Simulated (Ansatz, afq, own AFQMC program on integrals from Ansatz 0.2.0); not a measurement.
**Where AFQMC and coupled cluster stand for BGeH$_{6}$, doublet**

```json
{"atom": "B", "x (Å)": "-2.6124", "y (Å)": "0.0000", "z (Å)": "0.0000"}
{"atom": "H", "x (Å)": "-3.2091", "y (Å)": "1.0336", "z (Å)": "0.0000"}
{"atom": "H", "x (Å)": "-3.2091", "y (Å)": "-1.0336", "z (Å)": "0.0000"}
{"atom": "H", "x (Å)": "-1.3204", "y (Å)": "0.0000", "z (Å)": "0.0000"}
{"atom": "Ge", "x (Å)": "0.4576", "y (Å)": "0.0000", "z (Å)": "0.0000"}
{"atom": "H", "x (Å)": "0.9263", "y (Å)": "-1.4659", "z (Å)": "0.0000"}
{"atom": "H", "x (Å)": "0.9263", "y (Å)": "0.7330", "z (Å)": "-1.2695"}
{"atom": "H", "x (Å)": "0.9263", "y (Å)": "0.7330", "z (Å)": "1.2695"}
```

Basis cc-pVDZ. Noble-gas cores (and the filled d shells of Ga–Kr and In–Xe) are frozen. AFQMC by an in-house program on the Cholesky factors that Ansatz 0.2.0 writes for its CCSD(T) run. ph-AFQMC/CISD is guided by a CISD state made of CCSD amplitudes; releasing the constraint for a short imaginary time cuts its bias at the price of noise, slowly where states lie close. ± is one standard error of the sampling. No spin–orbit coupling.

Determinant: UHF, the one that the program's search chose, which needn't be the lowest solution. The geometry is a point of a scan.

No full CI on the walks' own integrals is used here; CCSDT(Q) serves as the reference and is uncertain by about the last step of the cluster series.

Cautions: no relativity below Rb; no spin-orbit coupling; inner d shell frozen.

- T1 diagnostic: 0.0106
- weight of the determinant in the CISD state: 0.875
- ⟨S²⟩ of the determinant: 0.764
- size of the correlated space: 13 electrons in 56 orbitals

Reference: CCSDT(Q), correlation energy -6.801 eV. The released energy is read at 2.40 1/Eh (meV from the phaseless value at times in 1/Eh: -3.0 ± 2.1 at 0.24, -2.7 ± 1.6 at 0.51, -2.9 ± 2.0 at 0.99, -6.0 ± 2.1 at 1.62, -4 ± 4 at 2.40).

| level | E − E(reference) (mEh) | share of correlation (%) |
| --- | --- | --- |
| HF | 249.94 | 0.00 |
| MP2 | 55.58 | 77.76 |
| CCSD | 6.03 | 97.59 |
| CCSD(T) | 1.24 | 99.50 |
| CCSDT | 0.15 | 99.94 |
| ph-AFQMC/CISD | 0.11 ± 0.09 | 99.96 |
| released AFQMC | -0.04 ± 0.13 | 100.02 |

A walk keeps the symmetry of its determinant, which the program's search chose and which needn't be the lowest solution, so a lower state of the same spin and another symmetry isn't excluded. Released energies are given only where the last usable release times agree within the noise; a slower fall can still hide under it.
